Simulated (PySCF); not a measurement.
Gas-phase reaction: 4 Al(CH₃)₃ ⇌ 4 AlH(CH₃)₂ + C₄H₈ (cis-2-butene)

Computed with PySCF and rigid-rotor harmonic-oscillator thermochemistry at 1 bar. S°(298 K) at PBE0/def2-TZVP differs from the NASA 1993 table for C₄H₈ (cis-2-butene) (-6 J/mol/K); whether the harmonic model or the table's entry is off was not settled. † marks an energy on the PBE0/def2-TZVP geometry and frequencies; other levels use their own. MP2 freezes the core. 6-31G* has spherical d functions here. All species are closed-shell singlets. B3LYP is the form with VWN-RPA correlation. Methyl groups turn as free rotors in Al(CH₃)₃, AlH(CH₃)₂. AlH(CH₃)₂: computed as isolated molecules; such fragments, hydroxides, amides, oligomers or adducts are transient or little studied in the gas. MP2 isn't extrapolated to the basis-set limit; its ΔH°(298 K) is 216.4 kJ in def2-SVP and 256.3 kJ in def2-TZVPP. The harmonic model lacks anharmonicity and excited electronic states, which grow with temperature; levels with a mode under 35 cm⁻¹ are left out. Internal rotation in C₄H₈ (cis-2-butene) is treated as a harmonic vibration of one conformer, which makes the entropy rough.

```csv
level,"ΔE electronic, kJ","ΔH°(298 K), kJ","ΔS°(298 K), J/K","ΔG°(1200 K), kJ"
B3LYP/6-31G*,223,203,149,26
M06-2X/def2-TZVP†,288,270,148,95
MP2/def2-SVP†,235,216,148,42
PBE/def2-SVP,241,222,146,50
PBE0/def2-TZVP,266,247,148,73
r2SCAN/def2-TZVP†,276,258,148,83
```
ΔH° is lowest at B3LYP/6-31G* and highest at M06-2X/def2-TZVP†. No reference value is set beside these.
